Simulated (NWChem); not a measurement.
**A calculation on water (H$_{2}$O)**

SMILES: O
```xyz
3

O      0.0000     0.0000     0.1226
H      0.7577     0.0000    -0.4905
H     -0.7577     0.0000    -0.4905
```
Charge 0, spin multiplicity 1.

Program: NWChem. All single points use one geometry, from PBE/def2-SVP, a minimum by its harmonic frequencies.

Symmetry labels belong to the abelian group C2v used in the runs, with the axes of the coordinates shown.

### Question
List the lowest 3 singlet excitations that CIS/def2-SVPD gives, with oscillator strengths.

### Answer
```json
[
 {"state": "1", "symmetry": "b2", "energy (eV)": "8.92", "wavelength (nm)": "139", "f": "0.047"},
 {"state": "2", "symmetry": "a2", "energy (eV)": "10.67", "wavelength (nm)": "116", "f": "0.000"},
 {"state": "3", "symmetry": "a1", "energy (eV)": "11.30", "wavelength (nm)": "110", "f": "0.117"}
]
```
